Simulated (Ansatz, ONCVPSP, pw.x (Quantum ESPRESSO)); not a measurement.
# pw.x on diamond P: one setting changed

Potential: optimised norm-conserving Vanderbilt (ONCV), ONCVPSP 4.0.1.1 (patched build), LDA (Perdew-Wang 92); core [Ne], reference 3s2 3p3; waves: 3s: rc 1.40 bohr, ncon 3, nbas 7, qcut 4 1/bohr, 2 projectors, debl 3.7 Ha; 3p: rc 1.54 bohr, ncon 4, nbas 8, qcut 4.6 1/bohr, 2 projectors, debl 2.2 Ha; d scattering state at 0.15 Ha: rc 1.48 bohr, ncon 4, nbas 7, qcut 5.7 1/bohr, 2 projectors, debl 3 Ha; local part: polynomial inside 1.04 bohr (lpopt 5, dvloc0 6 Ha); core correction: none.

The reference run (k-mesh 9³, cutoffs 145/580 Ry, Fermi–Dirac 0.01 Ry, mixing_beta 0.4, conv_thr 1e-9, no spin) gives -0.33 GPa at 19.134 Å³/atom, where all-electron LAPW gives -0.12 GPa. This run, with its own iteration cap, changes diagonalization to paro.

```
&control
  calculation='scf', prefix='x', pseudo_dir='./', outdir='./tmp', tstress=.true., disk_io='none'
/
&system
  ibrav=0, nat=2, ntyp=1, ecutwfc=145, ecutrho=580, nbnd=12,
  occupations='smearing', smearing='fd', degauss=0.01
/
&electrons
  conv_thr=1e-09, mixing_beta=0.4, electron_maxstep=50, diagonalization='paro'
/
ATOMIC_SPECIES
P 1.0 P.UPF
CELL_PARAMETERS angstrom
  0.00000000 2.67466004 2.67466004
  2.67466004 0.00000000 2.67466004
  2.67466004 2.67466004 0.00000000
ATOMIC_POSITIONS crystal
P 0.0000 0.0000 0.0000
P 0.2500 0.2500 0.2500
K_POINTS automatic
9 9 9 0 0 0
```

```bash
pw.x < P.scf.in > P.scf.out
```

Question: How does the run end?

Answer: It converges in 6 iterations; the free energy moves by +0.0 meV/atom and the pressure by +0.00 GPa. The result is that of the reference run.

```
Message from routine setup:
     using ibrav=0 with symmetry is DISCOURAGED, use correct ibrav instead
     lattice parameter (alat)  =       7.1480  a.u.
     unit-cell volume          =     258.2453 (a.u.)^3
     number of electrons       =        10.00
     number of Kohn-Sham states=           12
     kinetic-energy cutoff     =     145.0000  Ry
     charge density cutoff     =     580.0000  Ry
     scf convergence threshold =      1.0E-09
     Exchange-correlation= SLA  PW   NOGX NOGC
     number of k points=    35  Fermi-Dirac smearing, width (Ry)=  0.0100
     iteration #  1     ecut=   145.00 Ry     beta= 0.40
     total energy              =     -26.44294928 Ry
     estimated scf accuracy    <       0.01913758 Ry
     iteration #  2     ecut=   145.00 Ry     beta= 0.40
     total energy              =     -26.44161829 Ry
     estimated scf accuracy    <       0.00512550 Ry
     iteration #  3     ecut=   145.00 Ry     beta= 0.40
     total energy              =     -26.44187090 Ry
     estimated scf accuracy    <       0.00013035 Ry
     iteration #  4     ecut=   145.00 Ry     beta= 0.40
     total energy              =     -26.44188415 Ry
     estimated scf accuracy    <       0.00000135 Ry
     iteration #  5     ecut=   145.00 Ry     beta= 0.40
     total energy              =     -26.44188437 Ry
     estimated scf accuracy    <       0.00000003 Ry
     iteration #  6     ecut=   145.00 Ry     beta= 0.40
     the Fermi energy is     7.5027 ev
!    total energy              =     -26.44188438 Ry
     estimated scf accuracy    <          3.7E-10 Ry
     smearing contrib. (-TS)   =      -0.00615389 Ry
     The total energy is F=E-TS. E is the sum of the following terms:
     one-electron contribution =       4.52993456 Ry
     hartree contribution      =       2.32571478 Ry
     xc contribution           =      -6.64714539 Ry
     ewald contribution        =     -26.64423443 Ry
     convergence has been achieved in   6 iterations
          total   stress  (Ry/bohr**3)                   (kbar)     P=       -3.33
     Message from routine punch:
     Nothing written, as per user request (disk_io='none')
```

The run took about 2.4 min on one core of a shared host (Neoverse-N1, 64 threads, 124 GiB, load 56).
